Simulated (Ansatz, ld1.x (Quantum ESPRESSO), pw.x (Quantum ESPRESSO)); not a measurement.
## What a changed setting does to a pw.x run (fcc Nb)

Potential: PAW, ld1.x (Quantum ESPRESSO) 7.5, PBEsol; core [Ar] 3d10, reference 4s2 4p6 4d4 5s1 5p0; waves: 4s (bound): rcut 1.90, rcutus 2.20 bohr; 5s (bound): rcut 1.90, rcutus 2.20 bohr; 4p (bound): rcut 2.10, rcutus 2.50 bohr; 5p (bound, empty): rcut 2.10, rcutus 2.50 bohr; 4d (bound): rcut 2.05, rcutus 2.15 bohr; 4d channel at 0.5 Ry: rcut 2.05, rcutus 2.15 bohr; local part: all-electron potential smoothed inside 2.30 bohr (lloc = -2); core correction: none; augmentation: BESSEL, radius 1.75 bohr.

The reference run (k-mesh 14³, cutoffs 45/360 Ry, Fermi–Dirac 0.01 Ry, mixing_beta 0.4, conv_thr 1e-9, no spin) gives 1.23 GPa at 18.128 Å³/atom, where all-electron LAPW gives 0.22 GPa. This run, with its own iteration cap, changes mixing_mode to local-TF.

```
&control
  calculation='scf', prefix='x', pseudo_dir='./', outdir='./tmp', tstress=.true., disk_io='none'
/
&system
  ibrav=0, nat=1, ntyp=1, ecutwfc=45, ecutrho=360, nbnd=14,
  occupations='smearing', smearing='fd', degauss=0.01
/
&electrons
  conv_thr=1e-09, mixing_beta=0.4, electron_maxstep=50, mixing_mode='local-TF'
/
ATOMIC_SPECIES
Nb 1.0 Nb.UPF
CELL_PARAMETERS angstrom
  0.00000000 2.08500275 2.08500275
  2.08500275 0.00000000 2.08500275
  2.08500275 2.08500275 0.00000000
ATOMIC_POSITIONS crystal
Nb 0.0000 0.0000 0.0000
K_POINTS automatic
14 14 14 0 0 0
```

```bash
pw.x < Nb.scf.in > Nb.scf.out
```

Task: How does the run end?

Result: It converges in 11 iterations; the free energy moves by +0.0 meV/atom and the pressure by +0.00 GPa. The result is that of the reference run.

```
Message from routine setup:
     using ibrav=0 with symmetry is DISCOURAGED, use correct ibrav instead
     lattice parameter (alat)  =       5.5721  a.u.
     unit-cell volume          =     122.3338 (a.u.)^3
     number of electrons       =        13.00
     number of Kohn-Sham states=           14
     kinetic-energy cutoff     =      45.0000  Ry
     charge density cutoff     =     360.0000  Ry
     scf convergence threshold =      1.0E-09
     Exchange-correlation= SLA  PW   PSX  PSC
     number of k points=   104  Fermi-Dirac smearing, width (Ry)=  0.0100
     iteration #  1     ecut=    45.00 Ry     beta= 0.40
     total energy              =    -330.03600700 Ry
     estimated scf accuracy    <       0.11196317 Ry
     iteration #  2     ecut=    45.00 Ry     beta= 0.40
     total energy              =    -330.00645164 Ry
     estimated scf accuracy    <       0.06187172 Ry
     iteration #  3     ecut=    45.00 Ry     beta= 0.40
     total energy              =    -330.01048055 Ry
     estimated scf accuracy    <       0.00259790 Ry
     iteration #  4     ecut=    45.00 Ry     beta= 0.40
     total energy              =    -330.01439297 Ry
     estimated scf accuracy    <       0.00074631 Ry
     iteration #  5     ecut=    45.00 Ry     beta= 0.40
     total energy              =    -330.01555445 Ry
     estimated scf accuracy    <       0.00026061 Ry
     iteration #  6     ecut=    45.00 Ry     beta= 0.40
     total energy              =    -330.01566210 Ry
     estimated scf accuracy    <       0.00004463 Ry
     iteration #  7     ecut=    45.00 Ry     beta= 0.40
     total energy              =    -330.01588393 Ry
     estimated scf accuracy    <       0.00001153 Ry
     iteration #  8     ecut=    45.00 Ry     beta= 0.40
     total energy              =    -330.01588372 Ry
     estimated scf accuracy    <       0.00000142 Ry
     iteration #  9     ecut=    45.00 Ry     beta= 0.40
     total energy              =    -330.01588423 Ry
     estimated scf accuracy    <       0.00000002 Ry
     iteration # 10     ecut=    45.00 Ry     beta= 0.40
     total energy              =    -330.01588428 Ry
     estimated scf accuracy    <          8.1E-09 Ry
     iteration # 11     ecut=    45.00 Ry     beta= 0.40
     the Fermi energy is    17.4045 ev
!    total energy              =    -330.01588429 Ry
     estimated scf accuracy    <          2.0E-10 Ry
     smearing contrib. (-TS)   =      -0.00662012 Ry
     The total energy is F=E-TS. E is the sum of the following terms:
     one-electron contribution =     -12.91722183 Ry
     hartree contribution      =      18.50314664 Ry
     xc contribution           =     -13.95516393 Ry
     ewald contribution        =     -98.32806328 Ry
     one-center paw contrib.   =    -223.31196176 Ry
     convergence has been achieved in  11 iterations
          total   stress  (Ry/bohr**3)                   (kbar)     P=       12.29
     Message from routine punch:
     Nothing written, as per user request (disk_io='none')
```

The run took about 22 s on one core of a shared host (Neoverse-V1, 32 threads, 247 GiB, load 15).
